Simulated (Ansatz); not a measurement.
# MgPH+ (quartet): the correlation ladder, def2-TZVPP

An exercise on one series of results from a longer session: the logs are not shown, and one member is left open.

Method: def2-TZVPP, core rule «outside noble gas», up to 10 orbitals frozen; program: Ansatz 0.2.0, Gaussian basis.

To be run: UHF; ROHF; CCSD(T) on UHF.

2 further runs of the same task are left out: 2 set aside as unsound or not needed.

### The geometry

The geometry is a PBE0/def2-TZVP stationary point (not a proven minimum) of the parent state, kept for this charge and spin.

3 atoms, charge 1, spin multiplicity 4.

Atoms are counted from 1 here; the program's logs count them from 0.

Bond lengths: P1–Mg2 2.462 Å, Mg2–H3 1.704 Å. Angles: P1–Mg2–H3 180.0°.

As a file:

```xyz
3

P     0.0000    0.0000    2.2096
Mg    0.0000    0.0000   -0.2527
H     0.0000    0.0000   -1.9569
```

Set-up of the first run:

The input, in.yaml:

```yaml
crystal:
  periodic: [false, false, false]
  atoms:
    - {symbol: P, position_ang: [0.000000, 0.000000, 2.209624]}
    - {symbol: Mg, position_ang: [0.000000, 0.000000, -0.252681]}
    - {symbol: H, position_ang: [0.000000, 0.000000, -1.956943]}
basis:
  gaussian: {orbitals: def2-TZVPP}
total_charge: 1
magnetization: {spin_polarized: true, initial_magnetization: 3}
hamiltonian: {xc: hf}
output: {orbitals: {seedname: orbitals}}
```

On the command line:

```console
$ ansatz run in.yaml --threads 1 --pin off --events-out ev --progress --plain --max-ram 4096MiB --backend cpu
```

Among the steps run: UHF; ROHF; CCSD(T) on UHF.

One of the session's tables, all rows but one given; the rest of the session is left out.

| method | from UCCSD(T) (meV) |
| --- | --- |
| ROHF | ? |
| UHF | +3938.6 |
| UMP2 | +882.1 |
| UCCSD | +126.2 |
| UCCSD(T) | 0 |

Estimate the missing values for ROHF.

The run gave: from UCCSD(T) (meV): +3964.8. In the column «from UCCSD(T) (meV)» it is the highest.
